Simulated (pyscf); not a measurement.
Structures and frequencies: ωB97X-D3(BJ)/def2-SVP in PySCF. Correlated levels are frozen-core, on RHF or UHF. ΔMP2 is the change of the MP2 total energy from the triple- to the quadruple-zeta basis.

SMILES: O(C=C)[SiH3]
```xyz
10

C     -1.5664    -0.3650     1.1818
C     -1.6326    -1.2864     0.2169
O     -0.8922    -1.3190    -0.9179
Si     0.2801    -0.1938    -1.3568
H     -0.8781     0.4853     1.1425
H     -2.2195    -0.4491     2.0526
H     -2.3279    -2.1320     0.2720
H      1.3672    -0.1549    -0.3381
H     -0.3256     1.1620    -1.4828
H      0.8031    -0.6585    -2.6647
```

Task: How much does it cost (ΔH, 298 K, CCSD(T)/def2-TZVPP + ΔMP2(QZVPP)) to split `[CH2]=[CH][O][SiH3]` at its C–O bond into •HC=CH₂ + •O–SiH₃?

Result: C–O to •HC=CH₂ + •O–SiH₃: 462.4 kJ/mol. The radicals are drawn with the spin at the cut bond; how far it spreads was not checked. •O–SiH₃ lies 104.0 kJ/mol over its isomer HO–SiH₂• (electronic energy, ωB97M-D3(BJ)/def2-TZVP). Other isomers of •HC=CH₂ were not searched in full and may lie lower. The CCSD(T) − MP2 part came from Ansatz, without density fitting, on the same reference. A UHF reference is spin-contaminated (<S²> up to 0.96), which harms MP2 most.
